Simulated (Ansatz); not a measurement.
# CH3Al (singlet): the correlation ladder, cc-pVDZ

One table from this session's results is given with a row withheld; the runs are named, their logs left out.

The runs use Ansatz 0.2.0, Gaussian basis; cc-pVDZ, core rule «outside noble gas», up to 6 orbitals frozen.

The runs, in order: UHF; CCSD(T) on RHF; CCSD(T) on UHF; BCCD(T) on RHF; CISD; CCSDT(Q) on RHF; CCSDT(Q) on UHF; CCSDTQ on RHF; CASSCF and MRCISD+Q, 10 electrons in 11 orbitals; CASSCF and NEVPT2, 10 electrons in 11 orbitals.

10 further runs of the same task are left out: 6 for a known fault of the program, 4 set aside as unsound or not needed.

## The geometry

The geometry is a PBE0/def2-TZVP stationary point (not a proven minimum).

5 atoms, charge 0, spin multiplicity 1.

Atoms are counted from 1 here; the program's logs count them from 0.

Bond lengths: Al1–C2 1.988 Å, C2–H3 1.098 Å, C2–H4 1.098 Å, C2–H5 1.098 Å. Angles: Al1–C2–H3 111.8°, Al1–C2–H4 111.8°, Al1–C2–H5 111.8°, H3–C2–H4 107.0°, H3–C2–H5 107.0°, H4–C2–H5 107.0°.

Set-up of the first run:

The input, in.yaml:

```yaml
crystal:
  periodic: [false, false, false]
  atoms:
    - {symbol: Al, position_ang: [-0.740755, 0.006434, 0.005001]}
    - {symbol: C, position_ang: [1.247385, -0.010835, -0.008422]}
    - {symbol: H, position_ang: [1.646285, -1.033829, -0.006127]}
    - {symbol: H, position_ang: [1.665515, 0.499669, 0.869187]}
    - {symbol: H, position_ang: [1.653518, 0.491031, -0.896583]}
basis:
  gaussian: {orbitals: cc-pVDZ}
magnetization: {spin_polarized: true, initial_magnetization: 0}
hamiltonian: {xc: hf}
output: {orbitals: {seedname: orbitals}}
```

Started as:

```console
$ ansatz run in.yaml --threads 1 --pin off --events-out ev --progress --plain --max-ram 2816MiB --backend cpu
```

Among the steps run: UHF; CCSD(T) on RHF; CCSD(T) on UHF; BCCD(T) on RHF; CISD; CCSDT(Q) on RHF; CCSDT(Q) on UHF; CCSDTQ on RHF; CASSCF and MRCISD+Q, 10 electrons in 11 orbitals; CASSCF and NEVPT2, 10 electrons in 11 orbitals.

One table of the session follows, with a row left open; its other results are not shown here.

```
          method  from RCCSDTQ (kJ/mol)
             RHF                      ?
             UHF                 +621.7
            RMP2                 +104.4
            CISD                  +68.6
           RCCSD                  +18.4
        RCCSD(T)                   +2.7
         BCCD(T)                   +2.6
          RCCSDT                   +0.9
       RCCSDT(Q)                    0.0
         RCCSDTQ                      0
  CASSCF valence                 +322.9
  NEVPT2 valence                  +88.3
  MRCISD valence                  +18.6
MRCISD+Q valence                   +2.7
```

Estimate the missing values for RHF.

The run gave: from RCCSDTQ (kJ/mol): +622.2. In the column «from RCCSDTQ (kJ/mol)» it is the highest.
